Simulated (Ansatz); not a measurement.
Consider InP in the zinc blende structure (space group F-43m, No. 216; a = 5.8788 Å).

Level of theory: PBEsol (Ansatz, a first-principles code), spin-orbit coupling left out, earlier PAW set.

Perturbation: Al takes the place of In on all its sites; the structure is relaxed again.

Measured band gap: InP 1.47 eV (static lattice; corrected from measurement; as listed in Wei Chen et al., Physical Review Materials (2018)); AlP 2.54 eV (static lattice; corrected from measurement; as listed in Wei Chen et al., Physical Review Materials (2018)).

Measured lattice parameter a: InP 5.858 Å (static lattice; corrected from measurement; as listed in Daniel Mejia-Rodriguez, S. B. Trickey, Phys. Rev. B (2018)); AlP 5.451 Å (static lattice; corrected from measurement; as listed in Daniel Mejia-Rodriguez, S. B. Trickey, Phys. Rev. B (2018)).

**Question.** How well does PBEsol reproduce the measured shift?

**Answer.** With PBEsol the band gap moves by +0.89 eV (0.57 → 1.45) against +1.07 eV measured; the lattice parameter a moves by -0.408 Å (5.879 → 5.470) against -0.407 Å measured.

Whether these cells are dynamically stable was not tested.
